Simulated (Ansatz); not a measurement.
CPO− (SMILES [O-]C#P): the vertical detachment energy, rung by rung

CPO− has 3 atoms, charge -1, and is taken as a singlet. SMILES: `[O-]C#P`. The shape is that of a GFN2-xTB optimisation.

```xyz
3

O     0.7772    0.9277    0.5293
C     0.0765    0.0906    0.0522
P    -0.8538   -1.0183   -0.5815
```

Each level gives the vertical detachment energy (to the doublet neutral) (eV). The values are calculated.

```json
{"level": "revPBE/STO-3G", "kind": "GGA", "program": "Ansatz", "value (eV)": "-2.85", "less FCI/STO-3G": "+1.41"}
{"level": "r2SCAN/STO-3G", "kind": "meta-GGA", "program": "Ansatz", "value (eV)": "-2.76", "less FCI/STO-3G": "+1.50"}
{"level": "B3LYP/STO-3G", "kind": "global hybrid", "program": "Ansatz", "value (eV)": "-2.85", "less FCI/STO-3G": "+1.41"}
{"level": "PBE0/STO-3G", "kind": "global hybrid", "program": "Ansatz", "value (eV)": "-2.85", "less FCI/STO-3G": "+1.41"}
{"level": "RPA@PBE/STO-3G", "kind": "RPA", "program": "Ansatz", "value (eV)": "-4.45", "less FCI/STO-3G": "-0.19"}
{"level": "CCSD(T)/STO-3G", "kind": "coupled cluster or CI", "program": "Ansatz", "value (eV)": "-4.17", "less FCI/STO-3G": "+0.09"}
{"level": "CCSDT(Q)/STO-3G", "kind": "coupled cluster or CI", "program": "Ansatz", "value (eV)": "-4.26", "less FCI/STO-3G": "0.00"}
{"level": "FCI/STO-3G", "kind": "exact in the basis", "program": "Ansatz", "value (eV)": "-4.26", "less FCI/STO-3G": "0.00"}
```

FCI/STO-3G is exact within its basis and frozen core, so for wave-function methods in that basis the difference is their error; functionals converge differently with the basis, so for them it is only a difference. Sets without diffuse functions describe the anion poorly. The values span -4.45 to -2.76 eV. Spin contamination of the reference (⟨S²⟩ at least 0.1 too high) touches CCSD(T)/STO-3G, CCSDT(Q)/STO-3G. All rows use very small basis sets, so even the best lies far from the true value.
